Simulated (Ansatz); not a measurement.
## Ansatz (development build ahead of 0.2.0) run

```yaml
crystal:
  periodic: [false, false, false]
  atoms:
    - { symbol: F, position_ang: [0.0, 0.0, 0.0] }
    - { symbol: F, position_ang: [0.0, 0.0, 3.525] }
basis:
  gaussian: { orbitals: pcseg-2 }
hamiltonian:
  xc: pbe0
```

The input is written out in the form of the current development build from the run's settings.

Output:

```yaml
Converged: yes
Total_energy: -199.20218 hartree
Spin_squared_of_the_determinant: 0.000
Stability_test: minimum among restricted orbitals
```

Caution: an unrestricted determinant lies well below.
